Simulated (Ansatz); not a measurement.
# Worked example: vertical ionisation energy of C2H4F2 (1,1-difluoroethane)

The species is C2H4F2 (8 atoms), meant as a singlet with charge 0. As SMILES, `CC(F)F`. Geometry: relaxed at PBE0-D4/def2-TZVP.

Both states at this one shape; open shells run unrestricted unless said. 1 Eh = 27.2114 eV.

| level | program | singlet C2H4F2 (Eh) | doublet [C2H4F2]+ (Eh) |
| --- | --- | --- | --- |
| CAM-B3LYP/6-311+G** | Ansatz | -278.310801 | -277.846496 |
| PBE-QIDH/6-311+G**, 4 core orbitals frozen | Ansatz | -278.027223 | -277.557174 |
| RPA@PBE0/6-311+G**, 4 core orbitals frozen | Ansatz | -278.012089 | -277.550744 |
| MP2/6-311+G**, 4 core orbitals frozen | Ansatz | -277.740327 | -277.271753 |

Q: Work out the vertical ionisation energy at each level.

A: 
1. CAM-B3LYP/6-311+G**: -277.846496 − (-278.310801) = 0.464305 Eh = 12.63 eV.
2. PBE-QIDH/6-311+G**: -277.557174 − (-278.027223) = 0.470049 Eh = 12.79 eV.
3. RPA@PBE0/6-311+G**: -277.550744 − (-278.012089) = 0.461345 Eh = 12.55 eV.
4. MP2/6-311+G**: -277.271753 − (-277.740327) = 0.468574 Eh = 12.75 eV.

No measured value is set beside it here; the levels span 12.55 to 12.79 eV.
